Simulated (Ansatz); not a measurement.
System: hydrogen isocyanide, CHN, charge 0, multiplicity 1. 
Coordinates optimised at B3LYP-D3(BJ)/def2-TZVP (Ansatz, an electronic-structure program):
SMILES: [NH+]#[C-]
```xyz
3

C      0.0000     0.0000    -0.7364
N      0.0000     0.0000     0.4276
H      0.0000     0.0000     1.4250
```
Charge 0, spin multiplicity 1.

Atomisation energy built up term by term with Ansatz (kcal/mol; UHF references for open shells; valence terms freeze the core; atomic spin-orbit terms are left out). CBS marks a two-point X^-3 extrapolation of the correlation energy; Hartree-Fock from the larger set (for Q and 5 zeta extrapolated as (X+1)exp(-9√X)).

| term | basis | kcal/mol |
|---|---|---|
| Hartree-Fock | CBS(cc-pVQZ,cc-pV5Z) | 189.83 |
| CCSD correlation | CBS(cc-pVQZ,cc-pV5Z) | 97.87 |
| (T) | CBS(cc-pVQZ,cc-pV5Z) | 8.76 |
| CCSDT - CCSD(T) | cc-pVDZ | 0.03 |
| (Q) | cc-pVDZ | 0.56 |
| core correlation | cc-pwCVTZ | 1.47 |
| scalar relativity (X2C) | cc-pVTZ-DK against cc-pVTZ | -0.26 |
| sum: De |  | 298.3 |

(T) makes 3.0 % of the CCSD(T) atomisation energy; under 5 % is typical of single-reference molecules.
